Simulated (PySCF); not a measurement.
CO.
InChI=1S/CO/c1-2

Computed, not measured: PBE0/def2-TZVP geometry optimisation, gas phase in PySCF.

Take the most abundant isotopes and a rigid rotor. 

(1) What are the moment of inertia and the rotational constant?

(2) List the first levels of a rigid rotor in a Σ state.

(3) Where do the first rotational lines fall?

(4) Estimate the classical rotational partition function at 100 K, 200 K and 298.15 K.

Results:

(1) I = 8.653 u·Å², B = 505379 MHz·u·Å²/I = 58405 MHz (1.9482 cm⁻¹, or 2.803 K as hB/k). For two atoms I = μr² with μ = 6.8562 u and r = 1.1234 Å.

(2) E(J) = BJ(J+1): J = 1: 3.896, J = 2: 11.689, J = 3: 23.378, J = 4: 38.963, J = 5: 58.445, J = 6: 81.823 cm⁻¹.

(3) The dipole is 0.13 D; J+1 ← J lies at 2B(J+1): 1 ← 0 at 116.81 GHz, 2 ← 1 at 233.62 GHz, 3 ← 2 at 350.43 GHz, 4 ← 3 at 467.24 GHz, 5 ← 4 at 584.05 GHz, 6 ← 5 at 700.86 GHz.

(4) Point group C∞v, symmetry number σ = 1; q = kT/(σhB), k/h = 20836.6 MHz/K: 35.7 at 100 K, 71.4 at 200 K, 106 at 298.15 K.

No PBE0/def2-TZVP frequencies stand behind this structure, so it isn't proved a minimum. These are rigid-rotor constants of the computed structure; measured ground-state constants (B0) also hold zero-point vibration.

Hardware: an Arm Neoverse V1 with one thread, shared host. Cost: 1.2 s wall, 0.25 GiB resident at most. These figures are those of the optimisation.
